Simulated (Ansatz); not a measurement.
Density of states of PbF$_{2}$ (Fm-3m, a = 6.000 Å, b = 6.000 Å, c = 6.000 Å, α = 90.00°, β = 90.00°, γ = 90.00°), in states per eV and primitive cell, averaged over bins of 0.4 eV. Theory: Ansatz 0.2.0, DFT PBE, scalar-relativistic, plane waves, PAW.

Settings: cutoff 420 eV, Γ-centred mesh 8×8×8 on the computed 3-atom cell, Gaussian smearing of 0.02 eV; no spin polarisation.

The cell is relaxed at this level. The states (both spins) are summed by tetrahedra on a 12×12×12 mesh at the self-consistent density. Energies are bin centres; the table starts no lower than −8 eV and ends at 6 eV, or lower where the solved bands end.

The gap is 4.42 eV at this level, with the zero inside it.

```csv
E − E_F (eV),total,F 2p,Pb 6p,Pb 6s,F 2s
-7.85,1.60,0.43,0.01,1.12,0.04
-7.45,0.48,0.09,0.01,0.36,0.02
-7.05,0.15,0.02,0.00,0.12,0.01
-6.65,0.00,0.00,0.00,0.00,0.00
-6.25,0.00,0.00,0.00,0.00,0.00
-5.85,0.00,0.00,0.00,0.00,0.00
-5.45,2.71,2.23,0.45,0.00,0.01
-5.05,4.34,3.71,0.57,0.00,0.02
-4.65,4.67,4.19,0.43,0.00,0.01
-4.25,3.62,3.41,0.15,0.01,0.01
-3.85,7.68,7.53,0.07,0.01,0.01
-3.45,2.24,2.19,0.01,0.02,0.00
-3.05,0.46,0.36,0.01,0.08,0.00
-2.65,1.15,0.84,0.01,0.28,0.01
-2.25,3.14,2.16,0.01,0.95,0.01
-1.85,0.00,0.00,0.00,0.00,0.00
-1.45,0.00,0.00,0.00,0.00,0.00
-1.05,0.00,0.00,0.00,0.00,0.00
-0.65,0.00,0.00,0.00,0.00,0.00
-0.25,0.00,0.00,0.00,0.00,0.00
0.15,0.00,0.00,0.00,0.00,0.00
0.55,0.00,0.00,0.00,0.00,0.00
0.95,0.00,0.00,0.00,0.00,0.00
1.35,0.00,0.00,0.00,0.00,0.00
1.75,0.00,0.00,0.00,0.00,0.00
2.15,0.04,0.00,0.04,0.00,0.00
2.55,0.55,0.02,0.47,0.01,0.05
2.95,2.45,0.27,1.92,0.06,0.15
3.35,1.70,0.20,1.35,0.03,0.09
3.75,0.22,0.02,0.18,0.01,0.01
4.15,0.80,0.10,0.66,0.00,0.03
4.55,1.55,0.18,1.32,0.00,0.03
4.95,3.27,0.32,2.87,0.00,0.02
5.35,4.41,0.56,3.78,0.00,0.00
5.75,0.00,0.00,0.00,0.00,0.00
```

The columns after the total are the main Löwdin projections on the occupied valence shells of the potentials; 1 other is left out. The rest of the total lies in those, in shells that are empty in the free atom, which aren't projected, and between the atoms.

Spin-orbit coupling is left out, which matters for the bands of heavy elements.

Cost: 1 run of about 0.32 core-minutes, on Intel Xeon Platinum 8375C (Ice Lake) (shared hosts).